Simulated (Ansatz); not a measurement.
input.yaml (Ansatz)

```yaml
crystal:
  lattice:
    - [3.6979763091, 0.0, 0.0]
    - [-1.8489881546, 3.2025414263, 0.0]
    - [0.0, 0.0, 5.9401019288]
  atoms:
    - { symbol: Er, position: [0.3333333333, 0.6666666667, 0.25], spin: 3.321 }
    - { symbol: Er, position: [0.6666666667, 0.3333333333, 0.75], spin: -2.629 }
hamiltonian:
  xc: r2scan
  pseudopotentials:
    kind: paw
    azcp:
      Er: "pseudopotentials/Er.paw.azcp"
basis:
  ecutwfc: 500
  fft_grid_basis: typed
kpoints:
  mp_grid: { grid: [13, 13, 7], shift: [0, 0, 0] }
magnetization:
  spin_polarized: true
scf:
  occupations: { method: fermi_dirac, width: 0.05 }
output:
  stress: true
```

Terminal output

```
Warning: where an SCF of this run starts from atoms to list the orders of its open shells, Er (site 0, from 0) starts with 2.52 μB on its 4f shell and 0.52 μB on its 5d shell, in the place of the 3.32 μB that the deck gives it: its open shells can hold no more by Hund's first rule. To start from spheres of the given moment, type scf.initial_density.shell_occupations: []
Engine: ansatz 0.2.0, x86_64-unknown-linux-gnu
Pseudopotentials: kind: paw
Pseudopotential: Er, paw, valence charge 22, recommended cutoff 500 eV (meta_gga) 
Functional definition: r2SCAN
  parameter k0 = 0.174
  parameter k1 = 0.065
  parameter a1 = 4.9479
  exchange = r2scan_x(k0 = k0, k1 = k1, a1 = a1)
  correlation = r2scan_c
Crystal: 2 atoms, lattice volume = 70.348 Å³
Basis set: ecut = 500 eV, 1785 PW (Γ), exchange–correlation on 108×108×180 points (64 copies of the dense FFT grid, shifted against one another)
Bands: 30, of which v1, the nominal top of the filled ones, is band 22 counted from 1 (21 counted from 0)
Symmetry: 12 space group operations
Space group: P-6m2 (ITA 187), of the structure as read, at distance tolerance 4.1e-5 Å
Magnetic group: BNS 187.209 (UNI 1439), of the structure as read, at distance tolerance 4.1e-5 Å
k-points: 84 of 1183 (time reversal used)
Non-local potential: Er, projectors of the file, l = 0: 3, l = 1: 2, l = 2: 2, l = 3: 3
PAW form: soft (Blöchl's): semilocal exchange-correlation on the pseudo side does not see the compensation charge
PAW frozen core: Er, regenerated for the run's functional (the file was generated under x = pbe(κ = 0.804, μ = 0.2195149727645171), c = pbe(β = 0.06672455060314922))
PAW one-centre angular grid: Er, 2702 points (default); XC on 160 Gauss nodes
Initial density: superposition of atomic densities (chi_scale 0.1, normalization cell)
Starting moments: Σ|m| = 5.95 μB on 2 of 2 sites
Initial wavefunctions: pseudopotential atomic-orbital guess
Functional: x = r2scan, c = r2scan; τ floored in thin density (d = 2e-4 eV/Å³)
iter 1 solved again at ethr=3.14e-4 eV; its pass at ethr=3.10e-3 eV (dr2=1.38e-1 eV) is discarded
SCF iter   1: F=—  HF=-24194.644499 eV  |F-HF|=—  |Δ(HF+E_count)|=         —  Δρ=1.05e-2 (↑1.05e-2 ↓1.00e-2)  dr2=1.36e-1  dr2_τ=4.30e-3  dr2_m=3.18e-2  M=0.244 μB ∫|m|=5.290 μB  β_m=0.74  ethr=3.14e-4  ⟨swp⟩=2.3  Hψ=28052  notcnv=0
Mixer restart at iter 1: flushing history
spin=Collinear: Kerker preconditioning applied to the charge; magnetization (m = ρ↑ − ρ↓) channel mixes plain (no charge-response kernel on spin).
...
SCF iter   3: F=—  HF=-24198.444119 eV  |F-HF|=—  |Δ(HF+E_count)|=   6.49e-3  Δρ=4.04e-4 (↑2.93e-4 ↓4.04e-4)  dr2=8.88e-5  dr2_τ=2.53e-6  dr2_m=1.73e-5  M=1.151 μB ∫|m|=6.640 μB  ethr=2.27e-6  ⟨swp⟩=2.0  Hψ=47709  notcnv=0
SCF iter   4: F=—  HF=-24198.444129 eV  |F-HF|=—  |Δ(HF+E_count)|=   1.02e-5  Δρ=1.84e-4 (↑1.26e-4 ↓1.84e-4)  dr2=2.92e-5  dr2_τ=4.70e-8  dr2_m=7.59e-6  M=1.148 μB ∫|m|=6.635 μB  ethr=3.99e-7  ⟨swp⟩=2.3  Hψ=29656  notcnv=0
SCF iter   5: F=—  HF=-24198.444128 eV  |F-HF|=—  |Δ(HF+E_count)|=   1.14e-6  Δρ=5.78e-5 (↑2.28e-5 ↓5.78e-5)  dr2=3.05e-6  dr2_τ=2.59e-9  dr2_m=6.03e-7  M=1.150 μB ∫|m|=6.638 μB  ethr=1.54e-7  ⟨swp⟩=1.7  Hψ=26902  notcnv=0
SCF iter   6: F=-24198.444128 eV  HF=-24198.444128 eV  |F-HF|=1.51e-8  |Δ(HF+E_count)|=   1.16e-8  Δρ=4.95e-6 (↑9.06e-7 ↓4.95e-6)  dr2=1.94e-8  dr2_τ=5.52e-11  dr2_m=4.54e-9  M=1.149 μB ∫|m|=6.637 μB  ethr=2.27e-10  ⟨swp⟩=3.2  Hψ=41715  notcnv=0
SCF iter   7: F=-24198.444128 eV  HF=-24198.444128 eV  |F-HF|=1.51e-8  |Δ(HF+E_count)|=  3.27e-11  Δρ=4.96e-6 (↑9.03e-7 ↓4.96e-6)  dr2=1.95e-8  dr2_τ=5.45e-11  dr2_m=4.53e-9  M=1.149 μB ∫|m|=6.637 μB  ethr=4.42e-11  ⟨swp⟩=2.2  Hψ=45447  notcnv=0
SCF 2 converged in 7 iterations: F = -24198.444128 eV  dr2 = 1.95e-8
iter 1 solved again at ethr=4.44e-11 eV; its pass at ethr=3.10e-3 eV (dr2=1.95e-8 eV) is discarded
SCF iter   1: F=-24198.444128 eV  HF=-24198.444128 eV  |F-HF|=1.51e-8  |Δ(HF+E_count)|=         —  Δρ=4.96e-6 (↑9.05e-7 ↓4.96e-6)  dr2=1.95e-8  dr2_τ=5.44e-11  dr2_m=4.54e-9  M=1.149 μB ∫|m|=6.637 μB  β_m=1.20  ethr=4.44e-11  ⟨swp⟩=1.8  Hψ=59799  notcnv=0
spin=Collinear: Kerker preconditioning applied to the charge; magnetization (m = ρ↑ − ρ↓) channel mixes plain (no charge-response kernel on spin).
SCF iter   2: F=-24198.444127 eV  HF=-24198.444128 eV  |F-HF|=1.06e-6  |Δ(HF+E_count)|=   1.25e-8  Δρ=2.60e-5 (↑2.49e-5 ↓2.60e-5)  dr2=9.47e-7  dr2_τ=2.26e-10  dr2_m=2.20e-7  M=1.149 μB ∫|m|=6.637 μB  β_m=1.20  ethr=4.43e-11  ⟨swp⟩=5.3  Hψ=42325  notcnv=0  κ⁻¹=1.0e0(r=1)
SCF iter   3: F=-24198.444128 eV  HF=-24198.444128 eV  |F-HF|=7.76e-8  |Δ(HF+E_count)|=   1.05e-8  Δρ=6.77e-6 (↑6.77e-6 ↓6.52e-6)  dr2=7.29e-8  dr2_τ=2.63e-11  dr2_m=1.47e-8  M=1.149 μB ∫|m|=6.637 μB  ethr=4.43e-11  ⟨swp⟩=2.7  Hψ=41395  notcnv=0
SCF 3 converged in 3 iterations: F = -24198.444128 eV  dr2 = 7.29e-8
Symmetry: 2 space group operations
k-points: 322 of 1183 (time reversal used)
iter 1 solved again at ethr=1.66e-10 eV; its pass at ethr=2.27e-6 eV (dr2=7.29e-8 eV) is discarded
SCF iter   1: F=-24198.444128 eV  HF=-24198.444128 eV  |F-HF|=7.77e-8  |Δ(HF+E_count)|=         —  Δρ=6.77e-6 (↑6.77e-6 ↓6.52e-6)  dr2=7.29e-8  dr2_τ=2.62e-11  dr2_m=1.47e-8  M=1.149 μB ∫|m|=6.637 μB  ethr=1.66e-10  ⟨swp⟩=1.0  Hψ=116731  notcnv=0
spin=Collinear: Kerker preconditioning applied to the charge; magnetization (m = ρ↑ − ρ↓) channel mixes plain (no charge-response kernel on spin).
SCF iter   2: F=-24159.510356 eV  HF=-24199.648220 eV  |F-HF|=4.01e1  |Δ(HF+E_count)|=    1.20e0  Δρ=2.04e-1 (↑2.04e-1 ↓3.54e-2)  dr2=3.50e1  dr2_τ=8.87e-3  dr2_m=6.54e0  M=2.417 μB ∫|m|=4.858 μB  ethr=3.34e-6  ⟨swp⟩=3.1  Hψ=174248  notcnv=0
SCF iter   3: F=-24197.244063 eV  HF=-24198.813421 eV  |F-HF|=1.57e0  |Δ(HF+E_count)|=   8.35e-1  Δρ=3.00e-2 (↑3.00e-2 ↓2.76e-2)  dr2=1.41e0  dr2_τ=3.73e-4  dr2_m=2.52e-1  M=1.534 μB ∫|m|=6.662 μB  ethr=3.74e-6  ⟨swp⟩=3.0  Hψ=106738  notcnv=0
SCF iter   4: F=-24198.825194 eV  HF=-24198.826003 eV  |F-HF|=8.09e-4  |Δ(HF+E_count)|=   1.26e-2  Δρ=9.47e-4 (↑9.47e-4 ↓4.87e-4)  dr2=7.96e-4  dr2_τ=4.96e-6  dr2_m=1.28e-4  M=1.143 μB ∫|m|=6.758 μB  ethr=2.27e-6  ⟨swp⟩=1.8  Hψ=86952  notcnv=0
SCF iter   5: F=-24198.774219 eV  HF=-24198.831164 eV  |F-HF|=5.69e-2  |Δ(HF+E_count)|=   5.16e-3  Δρ=5.84e-3 (↑5.84e-3 ↓4.67e-3)  dr2=5.02e-2  dr2_τ=1.47e-5  dr2_m=8.40e-3  M=1.044 μB ∫|m|=6.734 μB  ethr=2.27e-6  ⟨swp⟩=2.3  Hψ=81389  notcnv=0
SCF iter   6: F=-24198.832918 eV  HF=-24198.833288 eV  |F-HF|=3.70e-4  |Δ(HF+E_count)|=   2.12e-3  Δρ=5.78e-4 (↑2.97e-4 ↓5.78e-4)  dr2=3.53e-4  dr2_τ=5.04e-6  dr2_m=5.22e-5  M=1.115 μB ∫|m|=6.712 μB  ethr=2.27e-6  ⟨swp⟩=2.0  Hψ=79451  notcnv=0
SCF iter   7: F=-24198.834554 eV  HF=-24198.834548 eV  |F-HF|=5.73e-6  |Δ(HF+E_count)|=   1.26e-3  Δρ=1.04e-4 (↑1.04e-4 ↓9.30e-5)  dr2=9.28e-6  dr2_τ=5.63e-7  dr2_m=3.48e-6  M=1.104 μB ∫|m|=6.712 μB  ethr=1.46e-6  ⟨swp⟩=2.4  Hψ=76063  notcnv=0
```

The calculation hadn't finished when its time ran out.

With an open f shell the SCF can settle in more than one state.
